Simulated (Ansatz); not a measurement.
Relaxation of BCl$_{2}$ (3 atoms, charge 1, multiplicity 1), to a largest force component of 0.02 eV/Å in at most 40 steps.

The calculation used Ansatz 0.2.0, RKS PBE0-D4/def2-SVP.

```xyz
3
Properties=species:S:1:pos:R:3:forces:R:3
Cl -1.238 0.766 -0.591 -1.67 1.04 -0.80
B 0.001 0.001 0.001 -0.02 0.01 -0.01
Cl 1.238 -0.768 0.591 1.69 -1.04 0.80
```

Problem. Where does it end, and by what steps?

Solution. The forces met the threshold. After 3 steps the energy has fallen by 0.093 eV; Cl3 moved furthest, 0.05 Å.

```json
{"step": "0", "energy less start (eV)": "0.0000", "largest force component (eV/Å)": "1.685", "accepted": "yes"}
{"step": "1", "energy less start (eV)": "-0.0704", "largest force component (eV/Å)": "0.805", "accepted": "yes"}
{"step": "2", "energy less start (eV)": "-0.0934", "largest force component (eV/Å)": "0.058", "accepted": "yes"}
{"step": "3", "energy less start (eV)": "-0.0935", "largest force component (eV/Å)": "0.001", "accepted": "yes"}
```

```xyz
3
Properties=species:S:1:pos:R:3
Cl -1.274 0.789 -0.608
B 0.000 0.000 0.000
Cl 1.274 -0.789 0.608
```

Whether the end is a true minimum wasn't checked by a vibrational analysis.

Time of the run: 3.1 s on 1 thread of Arm Neoverse V1 (shared host), peak memory 0.09 GiB.
